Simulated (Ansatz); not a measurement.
C5H8O can be A, `C=C(C=O)CC`, or B, `C=C(C)C(C)=O`.

Program: Ansatz. Geometries: PBE0-D4/def2-TZVP. ΔE: electronic, gas phase. CCSD(T)/CBS is the MP2 limit (def2-TZVPP, def2-QZVPP) plus CCSD(T) − MP2 in def2-TZVPP, frozen cores. DFT in def2-TZVPP. B3LYP here is the variant with VWN-RPA as its local correlation; programs differ in this. One conformer a species, not always the lowest.

A:

```xyz
14

C     0.154    1.784    0.600
C     0.075    0.703   -0.177
C    -0.798    0.794   -1.363
O    -0.936   -0.083   -2.177
C     0.799   -0.582    0.067
C    -0.123   -1.678    0.594
H     0.782    1.817    1.483
H    -0.416    2.678    0.365
H    -1.332    1.763   -1.470
H     1.242   -0.914   -0.877
H     1.617   -0.407    0.771
H    -0.568   -1.388    1.549
H    -0.928   -1.881   -0.112
H     0.433   -2.605    0.747
```

B:

Z-matrix (Å, degrees):
```
C
C 1 1.492
H 1 1.092 2 110.6
H 1 1.090 2 111.1 3 -121.4
H 1 1.092 2 110.6 3 117.2
C 2 1.493 1 115.6 3 -58.7
C 2 1.333 1 123.3 3 121.3
C 6 1.507 2 119.7 1 180.0
O 6 1.211 2 119.6 1 -0.0
H 7 1.083 2 122.2 1 180.0
H 7 1.085 2 121.2 1 0.0
H 8 1.093 6 111.0 2 59.8
H 8 1.088 6 108.6 2 -179.9
H 8 1.092 6 111.0 2 -59.6
```

Problem. Which isomer does CCSD(T)/CBS put lower? Give the gap. (Best estimate.)

Solution. Ansatz gave: B, by 5.3 kcal/mol.

Problem. Give E(B) − E(A) in kcal/mol with CCSD(T)/def2-TZVPP, HF/def2-TZVPP, B2PLYP, MP2/def2-TZVPP, r2SCAN-D4, PBE0-D4, B3LYP. (An estimate is asked.)

Solution. Ansatz gave: CCSD(T)/def2-TZVPP -5.1, HF/def2-TZVPP -5.1, B2PLYP -5.1, MP2/def2-TZVPP -4.9, r2SCAN-D4 -6.1, PBE0-D4 -5.7, B3LYP -5.2. None reverses the order clearly.

Largest T1 diagnostic: 0.013.
